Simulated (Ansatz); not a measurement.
## Phonon frequency of some cubic tetrahedrally bonded semiconductors and semimetals

Method: PBE0 in Ansatz (PAW). References are measured values at room or unstated temperature, uncorrected unless marked, so that the deviations hold thermal and zero-point effects besides the level's error. The table is a random draw of 10 from 70 values with such references.

Values in cm⁻¹.

| solid | reference | PBE0 | deviation (%) |
|---|---|---|---|
| 3C-SiC (X TO) | 761 | 779 | +2.4 |
| zinc-blende ZnS (X LA) | 212 | 214 | +0.9 |
| 3C-SiC (X TA) | 373 | 378 | +1.3 |
| zinc-blende InSb (L TO) | 177 | 176 | -0.6 |
| zinc-blende GaAs (X LA) | 225 | 224 | -0.4 |
| diamond (L LO) | 1241 | 1298 | +4.6 |
| zinc-blende ZnSe (X TA) | 70 | 73 | +4.3 |
| zinc-blende ZnSe (L TA) | 60 | 56 | -6.7 |
| zinc-blende InP (L LA) | 167 | 168 | +0.6 |
| diamond-structure Ge (L LO) | 245 | 242 | -1.2 |

Over these 10 values the mean deviation is +0.5 %, the mean absolute deviation 2.3 % (median 1.3 %), and the worst case zinc-blende ZnSe (L TA) at -6.7 %; the value is above the reference in 6 of 10 cases. Over all 70, from unrounded values, the mean deviation is +1.3 % and the mean absolute deviation 2.9 % (median 2.3 %).

Spin–orbit coupling is left out, also for the solids with elements from indium on (zinc-blende InSb, zinc-blende InP); its size isn't shown.

Differences are worked out from the printed values.

Each level is taken at its own relaxed cell. Ansatz's density-functional and Hartree–Fock values are scalar-relativistic unless marked +SOC, with PAW data made under PBE.

Ansatz's runs of these crystals have no spin polarisation.

Not in this set, of the tetrahedrally bonded semiconductors and semimetals with a reference value in our tables and a result at some level: 12 for a reference of another kind, counted apart; 1 for no value at PBE0 (not run, a failed fit, an unstable or unbound cell, or a value held back for tests). These can be a level's best or worst cases. At least 16 more with a reference value are held back for tests. Solids without a released value at any level aren't counted. Layered and molecular crystals are counted apart. The metals Ce to Yb are counted apart.

References as tabulated in Wang et al. (1996), arXiv:mtrl-th/9510002; Yang et al. (2021), arXiv:2106.07201; Talwar et al. (2016), doi:10.1080/14686996.2016.1222495; Vagelatos et al., J. Chem. Phys. (1974) and others.

Ansatz is a first-principles code.
